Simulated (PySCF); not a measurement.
From computed data to an observable: dipole moment from atomic charges

fluoromethane (CH3F), SMILES CF. Atoms are numbered in the order given.

```xyz
5

C      0.0000     0.0000     0.6348
F      0.0000     0.0000    -0.7523
H      0.8952     0.5169     0.9873
H     -0.8952     0.5169     0.9873
H      0.0000    -1.0337     0.9873
```

Geometry: r2SCAN-D4/def2-TZVP.

Charges (e) from PySCF with B3LYP/def2-TZVPD:

```json
[
 {"atom": "C1", "IAO": "-0.095", "ESP fit": "-0.074"},
 {"atom": "F2", "IAO": "-0.342", "ESP fit": "-0.213"},
 {"atom": "H3", "IAO": "0.146", "ESP fit": "0.095"},
 {"atom": "H4", "IAO": "0.146", "ESP fit": "0.095"},
 {"atom": "H5", "IAO": "0.146", "ESP fit": "0.096"}
]
```

The dipole moment of the full density is 1.85 D.

Task: What dipole moment does each set of point charges give, and which comes closer to that of the density?

Result: 
μ = Σ q r, and 1 e Å = 4.8032 D.
IAO: Σ q r = (0.000, 0.000, 0.629) e Å, |μ| = 3.02 D.
ESP fit: Σ q r = (0.000, -0.001, 0.396) e Å, |μ| = 1.90 D.
ESP fit comes closer in size. Point charges leave out the atoms' own dipoles (lone pairs, polarised bonds); fits to the potential absorb them, partitions of the density don't.
